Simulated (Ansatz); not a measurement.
This geometry of FH3Si + H2S (8 atoms, charge 0, multiplicity 1) is a first-order saddle point.

Method: RKS PBE0/6-31G* (Ansatz 0.2.0).

```xyz
8
Properties=species:S:1:pos:R:3
Si -0.220 0.027 -0.144
F -0.175 0.074 1.802
H 1.203 -0.386 0.047
H -0.258 1.453 -0.541
H -0.637 -0.886 -1.251
S -2.512 0.042 0.673
H -2.708 -1.290 0.695
H -1.281 0.094 1.820
```

**Question.** Which two structures does it join? (They come from a converged band through this point; their orientation in space is the band's.)

**Answer.** Bonds broken: Si1–F2, S6–H8. Bonds formed: Si1–S6, F2–H8. FH3Si + H2S becomes FH + H4SSi.

Initial state:

```xyz
8
Properties=species:S:1:pos:R:3
Si 0.518 0.087 -0.229
F 0.083 -0.180 1.307
H 2.000 0.007 -0.313
H 0.057 1.438 -0.635
H -0.096 -0.954 -1.091
S -3.417 0.060 1.245
H -3.581 -1.270 1.135
H -2.150 -0.061 1.682
```

Final state:

```xyz
8
Properties=species:S:1:pos:R:3
Si -0.392 -0.107 -0.529
F -0.327 0.717 2.636
H 0.587 -0.929 0.224
H -0.036 1.329 -0.507
H -0.494 -0.605 -1.927
S -2.343 -0.190 0.413
H -2.426 -1.530 0.502
H -1.158 0.442 2.288
```

**Question.** How far does it lie above each of them?

**Answer.** 1.77 eV above the first and 1.06 eV above the second. This is the barrier of this one path; another mechanism may lie lower. The orbitals stay closed-shell, which can raise the energy where a bond breaks towards radicals; this wasn't checked here.

The run took 3.5 min on 1 thread of AMD EPYC 7R43 64-Core Processor (Zen 3), with other jobs on the host, peak memory 0.14 GiB.
